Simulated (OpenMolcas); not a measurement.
# One shape, several levels: CH6Si (methylsilane)

We compute a comparison of 6 runs (HF/3-21G, B3LYP/6-31G*, B2PLYP/def2-TZVP, TPSS/def2-TZVP, r2SCAN/def2-TZVP, revPBE/def2-TZVP) of CH6Si (methylsilane). 

Program for the calculation: OpenMolcas 26.06.

## (1) The molecule

CH6Si: 8 atoms, total charge 0, spin state singlet. SMILES: `C[SiH3]`. The shape is that of a PBE0-D4/def2-TZVP optimisation.

Bond lengths: C1–Si2 1.871 Å, C1–H3 1.092 Å, C1–H4 1.092 Å, C1–H5 1.092 Å, Si2–H6 1.488 Å, Si2–H7 1.488 Å, Si2–H8 1.488 Å. Some angles: C1–Si2–H6 110.7°, C1–Si2–H7 110.7°, C1–Si2–H8 110.7°, Si2–C1–H3 110.8°, Si2–C1–H4 110.8°, Si2–C1–H5 110.8°, H6–Si2–H7 108.2°, H6–Si2–H8 108.2°, H7–Si2–H8 108.2°, H3–C1–H4 108.1°.

## (2) Energy and gradient at HF/3-21G (run 1)

The input, run.inp:

```
* CH6Si Hartree-Fock

&GATEWAY
 BasLib=$CurrDir
 Coord
 8
 angstrom
 C       -0.181500       0.239740      -0.940300
 Si       0.162420      -0.214550       0.841500
 H       -1.240470       0.112510      -1.175580
 H        0.395470      -0.391420      -1.619800
 H        0.086600       1.280720      -1.133860
 H       -0.624960       0.646220       1.765390
 H        1.605560      -0.040010       1.159870
 H       -0.203110      -1.633210       1.102780
 Basis=3-21G
 Group=NoSym

&SEWARD

&SCF
 Thresholds=1e-10 1e-07 1e-07 1e-05
 PrOrbitals=1

&ALASKA
```

The basis set 3-21G is read from a file made from the Basis Set Exchange's data (not shown).

Launch:

```sh
export MOLCAS_MEM=1860
pymolcas run.inp > run.log
```

The log of the run:

```text
--- Start Module: gateway ---
[...]
--- Stop Module: gateway /rc=_RC_ALL_IS_WELL_ ---
[...]
      Basis functions           34
[...]
--- Start Module: scf ---
[...]
       Convergence after  10 Iterations
[...]
::    Total SCF energy                               -328.5252442063
[...]
      Total spin, S                                     0.0000000000
[...]
      Total electronic charge=   26.000000
      Total            charge=   -0.000000
[...]
      Dipole Moment (debye):
      Origin of the operator (angstrom)=    0.0518   -0.0685    0.2685
                   X= -1.2919E-01               Y=  1.7064E-01               Z= -6.6923E-01           Total=  7.0262E-01
      Quadrupole Moment (debye*angstrom):
[...]
--- Stop Module: scf /rc=_RC_ALL_IS_WELL_ ---
--- Start Module: alaska ---
[...]
 *              Molecular gradients               *
 **************************************************
  Irreducible representation: a
 ------------------------------------------------------------------------------------------
                              X                       Y                       Z
 ------------------------------------------------------------------------------------------
  C1                3.82775819794257E-03   -5.06605944611671E-03    1.98587191559598E-02
  SI2              -3.05290767104083E-03    4.03279076709917E-03   -1.58136049641522E-02
  H3               -4.92954330603101E-03   -8.84497999697337E-04   -8.63265254384959E-05
  H4                3.00250706145588E-03   -3.33133550838371E-03   -2.24127895976278E-03
  H5                1.50491125802266E-03    4.78238603535575E-03    1.15447910576827E-04
  H6                4.01354182384628E-04   -4.25103453520981E-04   -8.59152419192544E-04
  H7               -9.07597986290920E-04   -2.09079888198183E-05   -5.03409207318284E-04
  H8                1.53518263560470E-04    9.12727594082341E-04   -4.70394990673584E-04
[...]
--- Stop Module: alaska /rc=_RC_ALL_IS_WELL_ ---
[...]
```

Wall time 1.9 s (1 thread of Arm Neoverse V1, shared host); peak memory 0.37 GiB.

## (3) Energy and gradient at B3LYP/6-31G(d) (spherical functions) (run 2)

The input, job.inp:

```
&GATEWAY
  BasLib = $CurrDir
  Coord
  8
  angstrom
  C       -0.181500       0.239740      -0.940300
  Si       0.162420      -0.214550       0.841500
  H       -1.240470       0.112510      -1.175580
  H        0.395470      -0.391420      -1.619800
  H        0.086600       1.280720      -1.133860
  H       -0.624960       0.646220       1.765390
  H        1.605560      -0.040010       1.159870
  H       -0.203110      -1.633210       1.102780
  Basis = 6-31Gs
  Group = NoSym

&SEWARD
  GridInput
  Grid=UltraFine
  End of Grid

&SCF
  KSDFT = B3LYP
  Thresholds = 1e-10 1e-07 1e-07 1e-05
  PrOrbitals = 1 1

&ALASKA
```

The basis set 6-31G* is read from a file made from the Basis Set Exchange's data (not shown).

Launch:

```sh
export MOLCAS_MEM=1860
pymolcas job.inp > job.log
```

The log of the run:

```text
--- Start Module: gateway ---
[...]
--- Stop Module: gateway /rc=_RC_ALL_IS_WELL_ ---
[...]
      Basis functions           44
[...]
--- Start Module: scf ---
[...]
       Convergence after  11 Iterations
[...]
::    Total KS-DFT energy                            -331.2082399614
[...]
      Total spin, S                                     0.0000000000
[...]
      Total electronic charge=   26.000000
      Total            charge=   -0.000000
[...]
      Dipole Moment (debye):
      Origin of the operator (angstrom)=    0.0518   -0.0685    0.2685
                   X= -1.5326E-01               Y=  2.0244E-01               Z= -7.9398E-01           Total=  8.3359E-01
      Quadrupole Moment (debye*angstrom):
[...]
--- Stop Module: scf /rc=_RC_ALL_IS_WELL_ ---
[...]
--- Start Module: alaska ---
[...]
 *              Molecular gradients               *
 **************************************************
  Irreducible representation: a
 ------------------------------------------------------------------------------------------
                              X                       Y                       Z
 ------------------------------------------------------------------------------------------
  C1                5.06978978288553E-04   -6.79450989564678E-04    2.65379770523211E-03
  SI2              -9.81125063234556E-04    1.29743994941522E-03   -5.07674657210178E-03
  H3                2.03019018391570E-03    5.29053332485874E-05    1.11132172480732E-03
  H4               -8.98186091855990E-04    9.51652210188669E-04    1.90486641410947E-03
  H5               -3.45073872933366E-04   -2.03499331669121E-03    1.03519591169787E-03
  H6                1.64733274520712E-04   -1.62823732679396E-04   -6.71253731568733E-04
  H7               -5.13565774245883E-04    4.72107322020410E-05   -4.86476270842862E-04
  H8                3.60483655469368E-05    5.28059813880155E-04   -4.70705181303877E-04
[...]
--- Stop Module: alaska /rc=_RC_ALL_IS_WELL_ ---
[...]
```

It took 16 s on 1 thread of Arm Neoverse V1, shared host; peak memory 0.38 GiB.

Run 3 isn't shown in full; the table further down has it.

## (4) Energy and gradient at TPSS/def2-TZVP (run 4)

The input, mol.inp:

```
&GATEWAY
  BasLib
  $CurrDir
  Coord
  8
  angstrom
  C       -0.181500       0.239740      -0.940300
  Si       0.162420      -0.214550       0.841500
  H       -1.240470       0.112510      -1.175580
  H        0.395470      -0.391420      -1.619800
  H        0.086600       1.280720      -1.133860
  H       -0.624960       0.646220       1.765390
  H        1.605560      -0.040010       1.159870
  H       -0.203110      -1.633210       1.102780
  Basis
  def2-TZVP
  Group
  NoSym

&SEWARD
  GridInput
  Grid=UltraFine
  End of Grid

&SCF
  KSDFT
  2
  1.0 MGGA_X_TPSS
  1.0 MGGA_C_TPSS
  Thresholds
  1e-10 1e-07 1e-07 1e-05
  PrOrbitals
  1 1

&ALASKA
```

The basis set def2-TZVP is read from a file made from the Basis Set Exchange's data (not shown).

Launch:

```sh
export MOLCAS_MEM=1860
pymolcas mol.inp > mol.log
```

The log of the run:

```text
--- Start Module: gateway ---
[...]
--- Stop Module: gateway /rc=_RC_ALL_IS_WELL_ ---
[...]
      Basis functions          104
[...]
--- Start Module: scf ---
[...]
       Convergence after  13 Iterations
[...]
::    Total KS-DFT energy                            -331.2686963440
[...]
      Total spin, S                                     0.0000000000
[...]
      Total electronic charge=   26.000000
      Total            charge=   -0.000000
[...]
      Dipole Moment (debye):
      Origin of the operator (angstrom)=    0.0518   -0.0685    0.2685
                   X= -1.5082E-01               Y=  1.9921E-01               Z= -7.8130E-01           Total=  8.2028E-01
      Quadrupole Moment (debye*angstrom):
[...]
--- Stop Module: scf /rc=_RC_ALL_IS_WELL_ ---
[...]
--- Start Module: alaska ---
[...]
 *              Molecular gradients               *
 **************************************************
  Irreducible representation: a
 ------------------------------------------------------------------------------------------
                              X                       Y                       Z
 ------------------------------------------------------------------------------------------
  C1                1.15456076528520E-04   -1.61124643736077E-04    6.23757009874382E-04
  SI2              -9.04739287830969E-04    1.19999552024375E-03   -4.70163482733632E-03
  H3                2.02830124382025E-03    1.16240080279884E-04    8.95466489540642E-04
  H4               -9.64161480804027E-04    1.03383491785580E-03    1.70683367960356E-03
  H5               -3.99643602301603E-04   -2.02037542371247E-03    8.16565503361844E-04
  H6               -3.86418203760952E-04    4.21560840140112E-04    4.25005307881587E-04
  H7                6.94050060510154E-04    9.29535020947059E-05    1.31762082650089E-04
  H8               -1.82844806155047E-04   -6.83084793161814E-04    1.02244754379033E-04
[...]
--- Stop Module: alaska /rc=_RC_ALL_IS_WELL_ ---
[...]
```

Run time: 66 s. Hardware: 1 thread of Arm Neoverse V1, shared host; peak memory 0.59 GiB.

Run 5 isn't shown in full; the table further down has it.

## (5) Energy and forces at revPBE/def2-TZVP (run 6)

The input, mol.inp:

```
* CH6Si Kohn-Sham DFT
&GATEWAY
BasLib=$CurrDir
Coord
8
angstrom
C       -0.181500       0.239740      -0.940300
Si       0.162420      -0.214550       0.841500
H       -1.240470       0.112510      -1.175580
H        0.395470      -0.391420      -1.619800
H        0.086600       1.280720      -1.133860
H       -0.624960       0.646220       1.765390
H        1.605560      -0.040010       1.159870
H       -0.203110      -1.633210       1.102780
Basis=def2-TZVP
Group=NoSym
&SEWARD
GridInput
Grid=UltraFine
End of Grid
&SCF
KSDFT=revPBE
Thresholds=1e-10 1e-07 1e-07 1e-05
PrOrbitals=1 2
&ALASKA
```

The basis set def2-TZVP is read from a file made from the Basis Set Exchange's data (not shown).

Launch:

```sh
export MOLCAS_MEM=1860
pymolcas mol.inp > mol.log
```

The log of the run:

```text
--- Start Module: gateway ---
[...]
--- Stop Module: gateway /rc=_RC_ALL_IS_WELL_ ---
[...]
      Basis functions          104
[...]
--- Start Module: scf ---
[...]
       Convergence after  12 Iterations
[...]
::    Total KS-DFT energy                            -331.1540054620
[...]
      Total spin, S                                     0.0000000000
[...]
      Total electronic charge=   26.000000
      Total            charge=   -0.000000
[...]
      Dipole Moment (debye):
      Origin of the operator (angstrom)=    0.0518   -0.0685    0.2685
                   X= -1.5875E-01               Y=  2.0969E-01               Z= -8.2241E-01           Total=  8.6344E-01
      Quadrupole Moment (debye*angstrom):
[...]
--- Stop Module: scf /rc=_RC_ALL_IS_WELL_ ---
[...]
--- Start Module: alaska ---
[...]
 *              Molecular gradients               *
 **************************************************
  Irreducible representation: a
 ------------------------------------------------------------------------------------------
                              X                       Y                       Z
 ------------------------------------------------------------------------------------------
  C1                2.41943479676765E-04   -3.28690321384384E-04    1.27923489454318E-03
  SI2              -5.53301772378223E-04    7.34192375560605E-04   -2.87123700883196E-03
  H3                4.91476490518883E-03    5.06840658512253E-04    1.38327469452837E-03
  H4               -2.58478690938935E-03    2.81364925130534E-03    3.41808938856936E-03
  H5               -1.16875226580748E-03   -4.84601671377671E-03    1.19020350985255E-03
  H6                1.94076537735177E-03   -2.11360239006653E-03   -2.52925535115223E-03
  H7               -3.66936299931542E-03   -3.84365214843474E-04   -1.00625267054488E-03
  H8                8.78730184675880E-04    3.61799235469773E-03   -8.64057456986589E-04
[...]
--- Stop Module: alaska /rc=_RC_ALL_IS_WELL_ ---
[...]
```

It took 46 s on 1 thread of Arm Neoverse V1, shared host; peak memory 0.59 GiB.

## (6) The series

```
run                               level  integration grid      task  energy (Eh)  dipole moment (D)  HOMO energy (eV)  LUMO energy (eV)  wall time
  1                            HF/3-21G                 –  gradient  -328.525244               0.70            -12.39              4.86      1.9 s
  2  B3LYP/6-31G* (spherical functions)         UltraFine  gradient  -331.208240               0.83             -8.84              1.13       16 s
  3                    B2PLYP/def2-TZVP         UltraFine    energy  -331.057229               0.78            -10.41              1.60       33 s
  4                      TPSS/def2-TZVP         UltraFine  gradient  -331.268696               0.82             -8.03              0.15       66 s
  5                    r2SCAN/def2-TZVP         UltraFine  gradient  -331.171320               0.87             -8.21              0.50       61 s
  6                    revPBE/def2-TZVP         UltraFine  gradient  -331.154005               0.86             -7.87             -0.01       46 s
```

## (7) What came out

| quantity | value |
| --- | --- |
| run 6: total energy | -331.15401 Eh |
| run 6: dipole moment | 0.86 D |
| run 6: HOMO energy | -7.87 eV |
| run 6: LUMO energy | -0.01 eV |
| run 6: HOMO–LUMO gap | 7.85 eV |
| run 6: largest force on an atom | 0.264 eV/Å |

What this shows: The dipole moment (its size) runs from 0.70 D (HF/3-21G) to 0.87 D (r2SCAN/def2-TZVP). The two ends differ in method and basis. The HOMO–LUMO gap runs from 7.85 eV (revPBE/def2-TZVP) to 17.26 eV (HF/3-21G). For B2PLYP the log adds the whole second-order term; the table takes 0.27 of it, as the functional is defined. Totals of different functionals can't be ranked against each other. All runs together took 3.7 min, the longest 66 s.
